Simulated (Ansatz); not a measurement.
Geometry optimisation, UKS PBE0/def2-SVP (Ansatz 0.2.0).

The input (input.yaml):

```yaml
crystal:
  periodic: [false, false, false]
  atoms:
    - { symbol: B, position_ang: [0.122451, 0.01029, 0.753858] }
    - { symbol: H, position_ang: [0.233834, -1.190458, 0.537484] }
    - { symbol: H, position_ang: [0.78221, 0.750802, 0.063765] }
    - { symbol: H, position_ang: [-0.886536, -0.513962, 0.103117] }
    - { symbol: O, position_ang: [-0.121668, 0.379594, 2.0554] }
    - { symbol: H, position_ang: [-0.644691, -0.237365, 2.573477] }
magnetization:
  spin_polarized: true
  initial_magnetization: 1
basis:
  gaussian: { orbitals: def2-SVP }
hamiltonian:
  xc: pbe0
relax:
  f_tol: 0.03
  max_steps: 50
output:
  orbitals: {}
```

Run as:

```bash
$ ansatz run input.yaml --threads 1 --pin off --max-ram 2048MiB --backend cpu --events-out ev --progress --plain --runs-dir out
```

Task: Where does it end, and by what steps?

Result: The forces met the threshold. After 4 steps the energy has fallen by 0.040 eV; H2 moved furthest, 0.05 Å.

```tsv
step	energy less start (eV)	largest force component (eV/Å)	accepted
0	0.0000	1.082	yes
1	-0.0293	0.461	yes
2	-0.0386	0.097	yes
3	-0.0398	0.034	yes
4	-0.0399	0.008	yes
```

```xyz
6
Properties=species:S:1:pos:R:3
B 0.108 0.038 0.754
H 0.241 -1.232 0.511
H 0.789 0.760 0.071
H -0.886 -0.524 0.134
O -0.108 0.389 2.065
H -0.659 -0.232 2.551
```

Whether the end is a true minimum wasn't checked by a vibrational analysis.

Run time: 4 s on 1 thread of AMD EPYC 9R45 96-Core Processor (Zen 5) (shared host), peak memory 0.13 GiB.
